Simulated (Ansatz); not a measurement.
Calculated with Ansatz (gas phase, PBE0-D4/def2-TZVP geometries, no zero-point term in ΔE). CCSD(T)/CBS adds triple-zeta CCSD(T) − MP2 to the extrapolated MP2 energy (def2 sets, frozen cores). This one scheme is used for every species, atoms too. For atomizations the MP2-based limit and the directly extrapolated one differ by several kJ/mol either way, and by 10 to 25 for some Ge, Se and Sn compounds, so smaller differences from it don't rank the levels. DFT in def2-TZVPP. B3LYP here is the variant with VWN-RPA as its local correlation; programs differ in this. Open shells (•) are unrestricted, without spin–orbit coupling. Spin–orbit coupling would lower the free atoms: a little for C, F.

Reaction (atomization): `C/N=C(/C)F` → 3 C• + F• + 6 H• + N•

Question: What is ΔE at CCSD(T)/CBS? (Best estimate.)

Answer: Ansatz gave: +4384.8 kJ/mol.

Question: What do these levels give: revPBE-D4, r2SCAN-D4, PBE0-D4, r2SCAN0-D4, B3LYP, r2SCAN0, CAM-B3LYP, HF/def2-SVP, CCSD/def2-SVP, MP2/def2-TZVPP, HF/def2-QZVPP, SCS-MP2/def2-QZVPP? (Estimate.)

Answer: Computed: revPBE-D4 4417.3, r2SCAN-D4 4406.2, PBE0-D4 4429.8, r2SCAN0-D4 4324.4, B3LYP 4383.7, r2SCAN0 4319.6, CAM-B3LYP 4415.8, HF/def2-SVP 3189.1, CCSD/def2-SVP 4139.3, MP2/def2-TZVPP 4353.6, HF/def2-QZVPP 3143.0, SCS-MP2/def2-QZVPP 4405.2 kJ/mol.

Largest T1 diagnostic among the species: 0.012.

From BLYP to BHLYP (50 % exact exchange), in def2-TZVPP and without D4, ΔE moves by −155.2 kJ/mol: exact exchange takes away binding that semilocal exchange gives to molecules. At CCSD(T), def2-SVP lies −195.5 kJ/mol from the extrapolated value and def2-TZVPP −111.2 kJ/mol: correlation converges slowly with the basis, and small sets miss more of it in the bonded molecule than in its fragments.
